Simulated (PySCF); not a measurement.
# C3H7Cl (Propane, 1-chloro-): the cost of one run

Programs: PySCF 2.14.0, with density-fitted response routines of our own. Each step states its level of theory. These are calculated values for one molecule, in the gas phase or a continuum, unless marked as measured. Atoms are numbered from 0 throughout.

## Step 1: Starting geometry

11 atoms, charge 0, multiplicity 1; geometry from: GFN2-xTB. The atoms were then displaced at random by about 0.01 Å, so the start is not that level's minimum.

Bonds of the start (Å): C0–C1 1.50, C1–C2 1.51, C2–Cl3 1.83, C0–H4 1.07, C0–H5 1.09, C0–H6 1.11, C1–H7 1.09, C1–H8 1.07, C2–H9 1.11, C2–H10 1.08.

## Step 2: Optimising the geometry at PBE0-D3(BJ)/def2-TZVP

What the job is given:

```
{"job": {"xc": "PBE0", "basis": "def2-TZVP", "d3": "d3bj", "grid": 2, "shake": 0.01, "kind": "geom"}, "charge": 0, "multiplicity": 1}
C     -1.253340    -0.059130     0.411210
C     -0.023180    -0.510350    -0.318630
C      1.108540     0.462920    -0.098290
Cl     2.633970    -0.083330    -0.939360
H     -1.097590     0.032990     1.466720
H     -2.091300    -0.729900     0.239300
H     -1.571950     0.941410     0.041800
H      0.284740    -1.488680     0.042070
H     -0.216680    -0.581140    -1.367430
H      1.380190     0.536520     0.978010
H      0.884710     1.452840    -0.471070
```

Started as:

```console
$ OMP_NUM_THREADS=1 python probes_run.py task.json out
```

One launch serves the whole session: the jobs run in the order shown.

Q: Estimate the wall time and peak memory of this first job on 1 thread of Arm Neoverse N1, shared host.

About 2 min, with a peak of 0.76 GiB.
